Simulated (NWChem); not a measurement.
**the pair NaCl···HF, step by step**

We compute the energy (singlet NaHClF, revPBE/def2-SVP), then the energy (singlet NaCl, revPBE/def2-SVP), then a single-point energy (singlet HF, revPBE/def2-SVP), then the energy (singlet NaCl, revPBE/def2-SVP), then the energy (singlet HF, revPBE/def2-SVP) of ClFHNa and its partners. 

Program for the calculation: NWChem 7.3.0.

## 1. The system as given

NaHClF has 4 atoms, charge 0, and is taken as a singlet. The two molecules were placed rigidly side by side, at 1.1 times their contact distance; the pair isn't optimised.

Bond lengths: Na1–Cl2 2.358 Å, F3–H4 0.920 Å.

## 2. A single-point energy at revPBE/def2-SVP (run 1)

The input, clfhna.nw:

```
start clfhna
memory total 2200 mb
charge 0
geometry units au noautosym nocenter noautoz
 Na -1.89794643  0.63145198 -0.98076786
 Cl  1.89794643 -0.63145198  0.98076786
 F   1.95930584 -2.22498244  7.51521403
 H   1.00051550 -0.79992107  7.78393309
end
basis spherical bse
 * library def2-SVP
end
dft
 xc revpbe cpbe96
 mult 1
 grid fine
 convergence energy 1e-08
 iterations 100
 mulliken
 print low
end
task dft
```

Command:

```console
$ nwchem clfhna.nw > clfhna.out
```

Standard output:

```text
[...]
 d= 0,ls=0.0,diis     1   -722.4734375762 -8.06D+02  4.42D-02  5.73D-01     0.4
[...]
 d= 0,ls=0.0,diis    10   -722.5443553503 -1.56D-09  8.07D-07  7.40D-10     2.4
         Total DFT energy =     -722.544355350338
      One electron energy =    -1172.688117273884
           Coulomb energy =      419.903215434601
    Exchange-Corr. energy =      -53.453542324139
 Nuclear repulsion energy =       83.694088813084
[...]
      Total Density - Mulliken Population Analysis
     ---------------------------------------------
    Atom       Charge   Shell Charges
 -----------   ------   -------------------------------------------------------
    1 Na  11    10.50   2.00  1.99  0.30 -0.08  5.98  0.21  0.09
    2 Cl  17    17.50   2.00  1.98  1.24  0.75  5.93  2.11  3.49  0.00
    3 F    9     9.20   1.99  1.12  0.76  3.35  1.98  0.00
    4 H    1     0.80   0.66  0.05  0.09
[...]
```

Run time: 3.3 s. Hardware: 1 thread of Intel Xeon Platinum 8488C (Sapphire Rapids), shared host; peak memory 0.11 GiB.

## 3. NaCl: the energy at revPBE/def2-SVP (run 2)

The input, geom.nw:

```
start geom
title "ClNa revPBE"
memory total 2200 mb

geometry noautosym nocenter noautoz
   Na   -1.004350    0.334150   -0.519000
   Cl    1.004350   -0.334150    0.519000
end

basis spherical bse
   * library def2-SVP
end

dft
   xc revpbe cpbe96
   grid fine
   convergence energy 1e-08
   iterations 100
   mulliken
   print low
end

task dft
```

Command:

```console
$ nwchem geom.nw > geom.out
```

Standard output:

```text
[...]
 d= 0,ls=0.0,diis     1   -622.1896719383 -6.64D+02  6.39D-02  2.46D-01     0.2
[...]
 d= 0,ls=0.0,diis     8   -622.2262482283  1.22D-09  4.64D-06  1.23D-08     0.9
         Total DFT energy =     -622.226248228271
      One electron energy =     -948.827372431505
           Coulomb energy =      327.270391408054
    Exchange-Corr. energy =      -42.640004510208
 Nuclear repulsion energy =       41.970737305388
[...]
      Total Density - Mulliken Population Analysis
     ---------------------------------------------
    Atom       Charge   Shell Charges
 -----------   ------   -------------------------------------------------------
    1 Na  11    10.49   2.00  1.99  0.30 -0.08  5.98  0.21  0.09
    2 Cl  17    17.51   2.00  1.98  1.23  0.75  5.93  2.11  3.51  0.00
[...]
```

It took 1.5 s on 1 thread of Intel Xeon Platinum 8488C (Sapphire Rapids), shared host; peak memory 0.11 GiB.

## 4. HF: the energy at revPBE/def2-SVP (run 3)

The input, nw.nw:

```
start nw
memory stack 880 mb heap 220 mb global 1100 mb
charge 0
geometry units angstroms noautosym nocenter noautoz
  F        1.036820      -1.177410       3.976880
  H        0.529450      -0.423300       4.119080
end
basis spherical bse
  * library def2-SVP
end
dft
  xc revpbe cpbe96
  grid fine
  convergence energy 1e-08
  maxiter 100
  mulliken
  print low
end
task dft energy
```

Command:

```console
$ nwchem nw.nw > nw.out
```

Standard output:

```text
[...]
 d= 0,ls=0.0,diis     1   -100.2868516852 -1.05D+02  3.46D-02  3.17D-01     0.1
[...]
 d= 0,ls=0.0,diis     7   -100.3184719397 -8.43D-10  3.40D-08  2.24D-12     0.3
         Total DFT energy =     -100.318471939714
      One electron energy =     -150.513028799929
           Coulomb energy =       55.836175702025
    Exchange-Corr. energy =      -10.818575904527
 Nuclear repulsion energy =        5.176957062717
[...]
      Total Density - Mulliken Population Analysis
     ---------------------------------------------
    Atom       Charge   Shell Charges
 -----------   ------   -------------------------------------------------------
    1 F    9     9.21   1.99  1.12  0.76  3.35  1.99  0.00
    2 H    1     0.79   0.66  0.04  0.09
[...]
```

Run time: 0.85 s. Hardware: 1 thread of Intel Xeon Platinum 8488C (Sapphire Rapids), shared host; peak memory 0.11 GiB.

## 5. NaCl among ghost functions: the energy at revPBE/def2-SVP (with ghost functions) (run 4)

The input, clna.nw:

```
start clna
memory 2200 mb
geometry noautosym nocenter noautoz
 Na    -1.004350     0.334150    -0.519000
 Cl     1.004350    -0.334150     0.519000
 bqF      1.036820    -1.177410     3.976880
 bqH      0.529450    -0.423300     4.119080
end
basis spherical bse
 Na library def2-SVP
 Cl library def2-SVP
 bqF library F def2-SVP
 bqH library H def2-SVP
end
dft
 xc revpbe cpbe96
 grid fine
 convergence energy 1e-08
 iterations 100
 mulliken
 noprint "final vectors analysis"
end
task dft
```

Command:

```console
$ nwchem clna.nw > clna.out
```

Standard output:

```text
[...]
          Wavefunction type:  closed shell.
          No. of atoms     :     4
          No. of electrons :    28
[...]
          Charge           :     0
          Spin multiplicity:     1
[...]
          AO basis - number of functions:    52
[...]
              XC Information
              --------------
                        RevPBE Exchange Functional  1.000
            Perdew 1991 LDA Correlation Functional  1.000 local
           PerdewBurkeErnz. Correlation Functional  1.000 non-local
[...]
 d= 0,ls=0.0,diis     1   -622.1903923201 -6.64D+02  4.03D-02  2.46D-01     0.3
[...]
 d= 0,ls=0.0,diis     8   -622.2270206537  1.23D-09  2.85D-06  1.19D-08     1.9
         Total DFT energy =     -622.227020653689
      One electron energy =     -948.800336892704
           Coulomb energy =      327.240827575644
    Exchange-Corr. energy =      -42.638248642017
 Nuclear repulsion energy =       41.970737305388
[...]
      Total Density - Mulliken Population Analysis
     ---------------------------------------------
    Atom       Charge   Shell Charges
 -----------   ------   -------------------------------------------------------
    1 Na  11    10.49   2.00  1.99  0.30 -0.08  5.98  0.21  0.09
    2 Cl  17    17.51   2.00  1.98  1.23  0.75  5.93  2.11  3.50  0.00
    3 X    0     0.00   0.00 -0.00 -0.00 -0.00  0.00  0.00
    4 X    0     0.01  -0.00  0.01 -0.00
[...]
```

Run time: 2.5 s. Hardware: 1 thread of Intel Xeon Platinum 8488C (Sapphire Rapids), shared host; peak memory 0.11 GiB.

## 6. HF among ghost functions: a single-point energy at revPBE/def2-SVP (with ghost functions) (run 5)

The input, fh.nw:

```
start fh
title "FH"
memory total 2200 mb

geometry units bohr noautosym nocenter noautoz
  F      1.95930584    -2.22498244     7.51521403
  H      1.00051550    -0.79992107     7.78393309
  bqNa    -1.897946     0.631452    -0.980768
  bqCl     1.897946    -0.631452     0.980768
end

basis spherical bse
  F library def2-SVP
  H library def2-SVP
  bqNa library Na def2-SVP
  bqCl library Cl def2-SVP
end

dft
  xc revpbe cpbe96
  grid fine
  convergence energy 1e-08
  iterations 100
  mulliken
  print low
end

task dft
```

Command:

```console
$ nwchem fh.nw > fh.out
```

Standard output:

```text
[...]
 d= 0,ls=0.0,diis     1   -100.2875089350 -1.05D+02  1.29D-02  3.17D-01     0.3
[...]
 d= 0,ls=0.0,diis     7   -100.3192635281 -8.52D-10  1.28D-08  2.26D-12     1.6
         Total DFT energy =     -100.319263528070
      One electron energy =     -150.499281827080
           Coulomb energy =       55.819716654470
    Exchange-Corr. energy =      -10.816655044194
 Nuclear repulsion energy =        5.176956688735
[...]
      Total Density - Mulliken Population Analysis
     ---------------------------------------------
    Atom       Charge   Shell Charges
 -----------   ------   -------------------------------------------------------
    1 F    9     9.21   1.99  1.12  0.76  3.35  1.99  0.00
    2 H    1     0.79   0.66  0.04  0.09
    3 X    0     0.00  -0.00 -0.00 -0.00  0.00 -0.00  0.00  0.00
    4 X    0     0.00   0.00  0.00 -0.00 -0.00  0.00 -0.00  0.00  0.00
[...]
```

Run time: 2.2 s. Hardware: 1 thread of Intel Xeon Platinum 8488C (Sapphire Rapids), shared host; peak memory 0.11 GiB.

## 7. Summary of results

```
                                                                                                              quantity          value
                                                                                  run 1, revPBE/def2-SVP: total energy  -722.54436 Eh
                                                                                                    NaCl: total energy  -622.22625 Eh
                                                                                                      HF: total energy  -100.31847 Eh
                                                                              NaCl among ghost functions: total energy  -622.22702 Eh
                                                                             NaCl among ghost functions: dipole moment         7.89 D
                                                                                HF among ghost functions: total energy  -100.31926 Eh
              interaction energy of the rigid parts NaCl and HF (parts in their own basis; closest atoms 3.56 Å apart)       0.010 eV
interaction energy of the rigid parts NaCl and HF (parts in the whole basis, counterpoise; closest atoms 3.56 Å apart)       0.052 eV
```

What this shows: The interaction energy of the rigid parts NaCl and HF (parts in their own basis; closest atoms 3.56 Å apart) is 0.01 eV (0.2 kcal/mol). Without counterpoise this holds the superposition error of the basis. The interaction energy of the rigid parts NaCl and HF (parts in the whole basis, counterpoise; closest atoms 3.56 Å apart) is 0.05 eV (5.1 kJ/mol): the parts repel at this shape. The basis-set superposition error is 4.1 kJ/mol. Mulliken charges (run 1, revPBE/def2-SVP) run from -0.50 on Cl2 to +0.50 on Na1; they depend strongly on the basis.
